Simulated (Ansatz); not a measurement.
Computed with Ansatz on PBE0-D4/def2-TZVP structures; ΔE is electronic, products minus reactants. CCSD(T)/CBS adds triple-zeta CCSD(T) − MP2 to the extrapolated MP2 energy (def2 sets, frozen cores). Functionals use def2-TZVPP.

Consider the isomerisation: `C=C1C=C1` → `C=C=C=C`.

CCSD(T)/CBS gives -64.0 kJ/mol.

Problem. Another level gave -64.6 kJ/mol. Which?
A. LC-ωPBE/def2-TZVPP
B. BHLYP/def2-TZVPP
C. LDA (SPW92)/def2-TZVPP
D. PBE0/def2-TZVPP

Solution. B. BHLYP -64.6, LDA (SPW92) -58.1, LC-ωPBE -29.0, PBE0 -54.0 kJ/mol.

Problem. What do rigid-rotor, harmonic-oscillator terms from PBE0-D4/def2-TZVP frequencies (298.15 K, 1 bar) make of the CCSD(T)/CBS value? (Estimate.)

Solution. Computed: ΔZPE = -2.0 kJ/mol, ΔH = -64.2 kJ/mol, ΔS = 3 J/(mol·K), ΔG = -65.1 kJ/mol.

Largest T1 diagnostic among the species: 0.014.

From BLYP to BHLYP (50 % exact exchange), in def2-TZVPP and without D4, ΔE moves by +31.1 kJ/mol. Leaving LDA and LC-ωPBE aside and taking each functional with its dispersion term where it has one, the values, not all of them listed here, spread over 50.3 kJ/mol, from BLYP-D4 to ωB97X-V. LDA lies +12.1 kJ/mol from PBE without D4.
